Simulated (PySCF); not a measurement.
Gas-phase reaction: CH3SiCl3 + 2 SiH4 + C3H5 (allyl) → C4H10 (isobutane) + 3 SiH2Cl

Energies from PySCF (xtb for GFN2), thermal terms from the rigid-rotor harmonic-oscillator model, ideal gas at 1 bar. S°(298 K) at PBE0/def2-TZVP differs from the NASA 1993 table for C3H5 (allyl) (-17 J/mol/K); whether the harmonic model or the table's entry is off was not settled. † marks an energy on the PBE0/def2-TZVP geometry and frequencies; other levels use their own. MP2 freezes the core. 6-31G* has spherical d functions here. Open shells (unrestricted): C3H5 (allyl) (multiplicity 2), SiH2Cl (multiplicity 2); the rest are closed-shell singlets. GFN2 has no spin-polarisation term. B3LYP is the form with VWN-RPA correlation. SiH2Cl: computed as isolated molecules; such fragments, hydroxides, amides, oligomers or adducts are transient or little studied in the gas. MP2 isn't extrapolated to the basis-set limit; its ΔH°(298 K) is 236.9 kJ in def2-SVP and 255.8 kJ in def2-TZVPP. The harmonic model lacks anharmonicity and excited electronic states, which grow with temperature; levels with a mode under 35 cm⁻¹ are left out. Internal rotation in CH3SiCl3, C4H10 (isobutane) is treated as a harmonic vibration of one conformer, which makes the entropy rough. Warning, spin contamination: C3H5 (allyl) (MP2/def2-SVP†).

```json
[
 {"level": "B3LYP/6-31G*", "ΔE electronic, kJ": "233", "ΔH°(298 K), kJ": "256", "ΔS°(298 K), J/K": "63", "ΔG°(1200 K), kJ": "192"},
 {"level": "BLYP/def2-TZVP†", "ΔE electronic, kJ": "260", "ΔH°(298 K), kJ": "283", "ΔS°(298 K), J/K": "63", "ΔG°(1200 K), kJ": "220"},
 {"level": "GFN2-xTB", "ΔE electronic, kJ": "142", "ΔH°(298 K), kJ": "170", "ΔS°(298 K), J/K": "54", "ΔG°(1200 K), kJ": "119"},
 {"level": "MP2/def2-SVP†", "ΔE electronic, kJ": "214", "ΔH°(298 K), kJ": "237", "ΔS°(298 K), J/K": "63", "ΔG°(1200 K), kJ": "174"},
 {"level": "PBE/def2-TZVP†", "ΔE electronic, kJ": "232", "ΔH°(298 K), kJ": "255", "ΔS°(298 K), J/K": "63", "ΔG°(1200 K), kJ": "192"},
 {"level": "ωB97M-V/def2-TZVP†", "ΔE electronic, kJ": "280", "ΔH°(298 K), kJ": "303", "ΔS°(298 K), J/K": "63", "ΔG°(1200 K), kJ": "240"}
]
```
ΔH° is lowest at GFN2-xTB and highest at ωB97M-V/def2-TZVP†. No reference value is set beside these.
